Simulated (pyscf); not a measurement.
CH₄ + HO–Al(OH)–OH → H₃C–Al(OH)–OH + H₂O (four-centre exchange; singlet surface; C–H, Al–O broken, Al–C, H–O formed). Structures and frequencies: ωB97X-D3(BJ)/def2-SVP in PySCF. Energies in kcal/mol from the separated reactants.

```json
[
 {"level": "ωB97X-D3(BJ)/def2-TZVP", "barrier": "?", "reaction energy": "+32.9"},
 {"level": "r²SCAN/def2-TZVP", "barrier": "29.7", "reaction energy": "+34.5"},
 {"level": "B3LYP-D3(BJ)/def2-TZVP", "barrier": "33.9", "reaction energy": "+34.2"},
 {"level": "M06-2X/def2-TZVP", "barrier": "32.1", "reaction energy": "+34.3"},
 {"level": "ωB97M-D3(BJ)/def2-TZVP", "barrier": "33.2", "reaction energy": "+33.3"},
 {"level": "HF/def2-TZVP", "barrier": "?", "reaction energy": "?"}
]
```

Problem. What belongs in the gaps?

Solution. 
- ωB97X-D3(BJ)/def2-TZVP, barrier: 32.0
- HF/def2-TZVP, barrier: 51.7
- HF/def2-TZVP, reaction energy: +37.6

On the product side the descent ends in an adduct with a Al–O contact, 20.9 kcal/mol under the separated species and 20.1 kcal/mol under the saddle at ωB97X-D3(BJ)/def2-TZVP. At ωB97X-D3(BJ), r²SCAN, B3LYP-D3(BJ), M06-2X the saddle lies under the separated products, which points to a path from their complex (located at ωB97X-D3(BJ) alone), and parting the products costs more than the saddle. What is counted as broken (Al–O) persists as a longer contact in the product adduct; parting that adduct is a step of its own. At the saddle there is also a short Al–H contact that neither side keeps. One saddle was located; it need not be the lowest between these sides.
